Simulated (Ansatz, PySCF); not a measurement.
Molecule (SMILES): C#CC.
Geometry (B3LYP-D3(BJ)/def2-TZVP, fixed):
```xyz
7

C     -0.0011    -0.0004     0.2181
C     -0.0068    -0.0029     1.4176
C      0.0060     0.0025    -1.2360
H     -0.0119    -0.0051     2.4795
H      0.0152     1.0232    -1.6237
H      0.8874    -0.5130    -1.6226
H     -0.8790    -0.5002    -1.6311
```
Charge 0, spin multiplicity 1.

Near-linear dependence at HF/d-aug-cc-pVDZ with PySCF (spherical functions, density fitting): canonical orthogonalisation drops combinations whose overlap eigenvalue lies under the threshold. The set has 148 functions.

```json
[
 {"threshold": "1e-3", "orbitals kept": "?", "energy minus last row (mEh)": "?"},
 {"threshold": "1e-4", "orbitals kept": "?", "energy minus last row (mEh)": "?"},
 {"threshold": "1e-5", "orbitals kept": "?", "energy minus last row (mEh)": "?"},
 {"threshold": "1e-6", "orbitals kept": "148", "energy minus last row (mEh)": "0.000"},
 {"threshold": "1e-7", "orbitals kept": "148", "energy minus last row (mEh)": "0.000"},
 {"threshold": "1e-9", "orbitals kept": "148", "energy minus last row (mEh)": "0.000"}
]
```

**Question.** Fill in the missing entries.

**Answer.** 
- 1e-3, orbitals kept: 125
- 1e-3, energy minus last row (mEh): 1.504
- 1e-4, orbitals kept: 135
- 1e-4, energy minus last row (mEh): 0.447
- 1e-5, orbitals kept: 143
- 1e-5, energy minus last row (mEh): 0.108

The smallest overlap eigenvalue is 1.4e-06. Ansatz (a first-principles code) at its default drops 0 functions.
